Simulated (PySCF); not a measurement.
How methods differ on the ionisation energy of S

S [Ne] 3s2 3p4 (3P) → S⁺ [Ne] 3s2 3p3 (4S), as a difference of total energies. Calculation: PySCF 2.14, in x2c-SVPall (4s3p1d, 18 functions); scalar relativity by spin-free X2C-1e. Correlated levels: valence: [Ne] frozen. The calculations carry no spin-orbit coupling.

```tsv
method	ionisation energy (eV)	error (eV)
UHF	9.173	-1.163
LDA	10.420	+0.084
MN15	10.215	-0.121
MP2 (valence)	9.549	-0.787
SCS-MP2 (valence)	9.589	-0.747
CCSD (valence)	9.549	-0.787
CCSD(T) (valence)	9.553	-0.783
```

Reference: 10.336 eV (measured; NIST levels, between the centres of gravity of the two terms).

Errors of the correlated levels include the incompleteness of this basis and the frozen core.
